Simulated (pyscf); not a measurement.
Structures and frequencies: ωB97X-D3(BJ)/def2-SVP in PySCF.

Problem. Estimate the classical barrier height and the reaction energy of HO–Nb(OH)(Cl)(Cl)–Cl (SMILES [OH][Nb]([OH])([Cl])([Cl])[Cl]) + HCl (SMILES Cl) → HO–Nb(Cl)(Cl)(Cl)–Cl (SMILES [OH][Nb]([Cl])([Cl])([Cl])[Cl]) + H₂O (SMILES O) at ωB97M-D3(BJ)/def2-TZVP. The step runs on the singlet surface, breaks Nb–O, Cl–H and forms Cl–Nb, H–O; take the separated reactants as zero.

Solution. ΔE‡ = 18.4 kJ/mol, ΔE = +10.7 kJ/mol. Zero-point energy shifts the barrier by +1.6 kJ/mol. It is a four-centre exchange, with an imaginary mode of 582i cm⁻¹. On the reactant side the descent ends in an adduct with a Cl–Nb contact, 17.1 kJ/mol under the separated species and 20.1 kJ/mol under the saddle at ωB97X-D3(BJ)/def2-TZVP. On the product side the descent ends in an adduct with a Nb–O contact, 84.2 kJ/mol under the separated species and 89.7 kJ/mol under the saddle at ωB97X-D3(BJ)/def2-TZVP. What is counted as formed (Cl–Nb) is already present as a longer contact in the reactant adduct; forming that adduct is a step of its own. What is counted as broken (Nb–O) persists as a longer contact in the product adduct; parting that adduct is a step of its own. At ωB97X-D3(BJ)/def2-TZVP the barrier from the zero used here is 3.0 kJ/mol. One saddle was located; it need not be the lowest between these sides. Elements past Kr carry the def2 core potentials, without spin-orbit coupling.
